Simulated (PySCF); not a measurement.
## Basis-set dependence of population analyses: `C=C/N=C\N=C`

Species: C4H6N2.
Geometry (PBE0-D3(BJ)/def2-SVP, Å), atoms numbered from 1 in this order:
```
atom  x, y, z in Å
C1     1.777   -1.645   -1.446
C2     0.781   -0.790   -1.177
N3     1.030    0.453   -0.609
C4     0.080    1.170   -0.150
N5    -1.279    0.888   -0.161
C6    -1.843    0.134    0.680
H7     1.576   -2.618   -1.898
H8     2.809   -1.378   -1.207
H9    -0.255   -1.065   -1.426
H10    0.314    2.179    0.224
H11   -1.305   -0.354    1.514
H12   -2.924   -0.053    0.598
```

PBE0 throughout (PySCF), one geometry, spherical d and f functions. One conformer (not necessarily the lowest) at the PBE0-D3(BJ)/def2-SVP geometry, without solvent, vibrations or thermal averaging. The first 7 of 12 kinds of atom are listed.

Mulliken charges (e):

```
        basis  functions      C1      C2      N3      C4      N5      C6      H7
       STO-3G         36  -0.160  -0.016  -0.247  +0.097  -0.211  -0.029  +0.087
        6-31G         66  -0.349  +0.011  -0.374  +0.090  -0.312  -0.137  +0.159
       6-31G*         96  -0.405  +0.029  -0.365  +0.111  -0.286  -0.163  +0.171
     def2-SVP        114  -0.066  -0.020  -0.193  +0.102  -0.200  +0.033  +0.050
6-311+G(2d,p)        198  -0.392  +0.066  -0.223  +0.031  -0.137  -0.101  +0.120
    def2-TZVP        222  -0.248  -0.068  -0.210  +0.061  -0.181  -0.114  +0.131
```

IAO charges (e):

```
        basis  functions      C1      C2      N3      C4      N5      C6      H7
       STO-3G         36  -0.256  -0.093  -0.202  +0.015  -0.156  -0.129  +0.139
        6-31G         66  -0.308  -0.070  -0.276  +0.068  -0.218  -0.120  +0.156
       6-31G*         96  -0.310  -0.044  -0.295  +0.112  -0.238  -0.088  +0.149
     def2-SVP        114  -0.306  -0.044  -0.291  +0.112  -0.228  -0.084  +0.145
6-311+G(2d,p)        198  -0.327  -0.046  -0.306  +0.117  -0.243  -0.091  +0.155
    def2-TZVP        222  -0.328  -0.045  -0.305  +0.118  -0.241  -0.091  +0.155
```

**Question.** Which scheme is steadiest as the basis changes?

**Answer.** Largest range over the bases for any column: IAO 0.10 e, Mulliken 0.34 e. IAO charges move least and Mulliken charges most, counted in e. Without the minimal STO-3G basis the ranges are IAO 0.05, Mulliken 0.34 e.

**Question.** How much do the charges still move between the two largest bases, 6-311+G(2d,p) and def2-TZVP?

**Answer.** At most, over all atoms: Mulliken 0.144 e, IAO 0.002 e.

**Question.** What do the same runs give for the total energy, the frontier levels and the dipole moment?

**Answer.** 
```
        basis  energy (Eh)  HOMO (eV)  LUMO (eV)  μ (D)
       STO-3G    -261.8026      -4.29       1.56   2.21
        6-31G    -265.0569      -6.34      -1.05   2.87
       6-31G*    -265.1422      -6.31      -0.91   2.71
     def2-SVP    -264.9542      -6.48      -1.13   2.72
6-311+G(2d,p)    -265.2237      -6.61      -1.38   2.82
    def2-TZVP    -265.2452      -6.58      -1.29   2.78
```

The dipole is fixed by the density alone, so its range of 0.66 D shows that the density itself changes with the basis, not only its division among atoms.
